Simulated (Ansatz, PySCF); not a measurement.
System: PH₃, charge 0, singlet. PH3 (SMILES P).
B3LYP-D3(BJ)/def2-TZVP minimum from Ansatz (a program for electronic structure):
```
P
H 1 1.4188
H 1 1.4188 2 93.38
H 1 1.4188 2 93.38 3 93.59
```

Total energies in hartree (Ansatz). UHF or UKS for unpaired electrons; spin-orbit terms are left out. Cores are frozen in correlated methods. No relativity. Where a partner has so few electrons that a lower coupled-cluster level is exact, that level stands in.

```tsv
species	HF/cc-pV(T+d)Z	CCSD(T)/cc-pV(T+d)Z	HF/cc-pV(Q+d)Z	CCSD(T)/cc-pV(Q+d)Z	CCSDT(Q)/cc-pV(Q+d)Z
1: PH3 (phosphane, SMILES P)	-342.48995	-342.69519	-342.49365	-342.70959	-342.71074
2: P (quartet)	-340.71631	-340.82157	-340.71872	-340.82830	-340.82921
3: H (doublet)	-0.49981	-0.49981	-0.49995	-0.49995	-0.49995
```

### Question
Work out the enthalpy of formation at 298 K (by atomisation, with ideal-gas terms from PySCF's Hessian at B3LYP-D3(BJ)/def2-TZVP and the atoms' measured values of the G2/97 table; no spin-orbit terms) in kcal/mol: take Hartree-Fock from cc-pV(Q+d)Z, extrapolate the CCSD(T) correlation energy as X^-3 (X = 3, 4), and add CCSDT(Q) - CCSD(T) in cc-pV(Q+d)Z. The further terms named in the bracket sum to +0.38789 hartree. 1 hartree = 627.51 kcal/mol.

### Answer

Species 1: correlation (64·(-0.21594) - 27·(-0.20524))/37 = -0.22375; step -0.00115; E1 = -342.49365 + (-0.22375) + (-0.00115) = -342.71855
Species 2: correlation (64·(-0.10958) - 27·(-0.10526))/37 = -0.11273; step -0.00091; E2 = -340.71872 + (-0.11273) + (-0.00091) = -340.83236
Species 3: correlation (64·(0.00000) - 27·(0.00000))/37 = 0.00000; step +0.00000; E3 = -0.49995 + (0.00000) + (+0.00000) = -0.49995
+1·E1 -1·E2 -3·E3 +0.38789 = 0.00155 hartree = 1.0 kcal/mol. Measured: 1.3 kcal/mol, 5.4 kJ/mol (G2/97 table in ASE (Curtiss et al.)). The composite differs from it by -0.3 kcal/mol; core, relativistic and spin-orbit terms are not in it.
